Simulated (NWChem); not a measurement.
A series in which one site is exchanged, each optimised at PBE0/def2-SVP with NWChem, gas phase unless a solvent is named. For some, no frequency run checked for a minimum. def2 effective core potentials on Zr, Hf; no spin-orbit coupling.

A: [Cl][HfH]([Cl])[Cl] (HfHCl$_{3}$; site = Hf)
B: [Cl][ZrH]([Cl])[Cl] (ZrHCl3; site = Zr)
C: ClC(Cl)Cl (CHCl₃; site = C)
D: [Cl][GeH]([Cl])[Cl] (GeHCl3; site = Ge)

```json
[
 {"quantity": "dipole (D), PBE0/def2-SVP", "A": "0.20", "B": "0.21", "C": "___", "D": "1.52"},
 {"quantity": "orbital gap (eV), PBE0/def2-SVP", "A": "7.03", "B": "6.55", "C": "___", "D": "7.97"},
 {"quantity": "static polarisability, PBE/def2-SVPD (bohr³)", "A": "86.8", "B": "89.0", "C": "___", "D": "73.9"},
 {"quantity": "lowest singlet excitation, PBE/def2-SVPD, TDA (eV)", "A": "4.85", "B": "4.34", "C": "___", "D": "5.49"}
]
```

### Question
Some entries are withheld; supply them.

### Answer

- dipole (D), PBE0/def2-SVP, C: 1.17
- orbital gap (eV), PBE0/def2-SVP, C: 8.53
- static polarisability, PBE/def2-SVPD (bohr³), C: 58.4
- lowest singlet excitation, PBE/def2-SVPD, TDA (eV), C: 5.68
